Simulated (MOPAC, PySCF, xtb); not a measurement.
Bond stretch in H3N, SMILES N. The N1–H4 bond (N1 also carries H, H; H4 carries nothing else) is varied alone, starting from the PBE0/def2-TZVP optimised geometry. Each curve is given relative to its own lowest point near equilibrium.

| R / Å | A | B | C | D |
|---|---|---|---|---|
| 0.82 | 123.3 | 85.7 | 129.1 | 124.6 |
| 0.86 | 70.1 | 49.0 | 74.9 | 69.3 |
| 0.91 | 28.1 | 18.8 | 31.4 | 27.0 |
| 0.96 | 6.5 | 3.4 | 8.2 | 6.0 |
| 0.97 | 4.2 | 1.8 | 5.5 | 3.8 |
| 1.01 | 0.0 | 0.0 | 0.0 | 0.0 |
| 1.04 | 1.5 | 2.8 | 0.5 | 1.7 |
| 1.07 | 6.3 | 8.5 | 4.3 | 6.3 |
| 1.11 | 16.7 | 20.2 | 13.3 | 16.3 |
| 1.18 | 43.0 | 48.9 | 37.3 | 41.4 |
| 1.25 | 75.8 | 85.0 | 67.9 | 73.0 |
| 1.36 | 133.2 | 149.8 | 122.6 | 130.2 |
| 1.50 | 207.6 | 237.2 | 194.7 | 206.3 |
| 1.67 | 291.0 | 341.6 | 276.6 | 293.4 |
| 1.84 | 359.5 | 437.9 | 348.0 | 370.1 |
| 2.02 | 414.4 | 526.5 | 403.5 | 437.8 |
| 2.24 | 451.1 | 612.5 | 439.1 | 501.9 |
| 2.50 | 465.8 | 686.8 | 458.3 | 555.3 |
| 2.75 | 470.1 | 738.5 | 466.5 | 589.5 |
| 3.05 | 471.8 | 783.1 | 470.9 | — |
| 3.54 | 472.8 | 849.0 | 473.7 | — |

Energies in kJ/mol.

Problem. Which curve belongs to which method? The methods are AM1, restricted, heats of formation (MOPAC); GFN1-xTB in xtb; CCSD(T) on UHF/cc-pVTZ, 1 core orbital frozen run with PySCF; unrestricted PBE/cc-pVTZ in PySCF.

Solution. A is UCCSD(T); B is AM1; C is UKS-PBE; D is GFN1-xTB.

A dash means that the run gave no value there, or that the column was ended at a point which the program doubted or which failed a test of continuity chosen for this set; such a test can also cut sound points.

The unrestricted determinant behind UKS-PBE is spin-contaminated at 2.02 to 3.54 Å (<S²> up to 1.0, against 0.00 for a pure singlet). The restricted form behind AM1 keeps the bonding electrons paired and can't separate into open-shell fragments. The unrestricted determinant behind UCCSD(T) is spin-contaminated at 1.50 to 3.54 Å (<S²> up to 1.0, against 0.00 for a pure singlet).
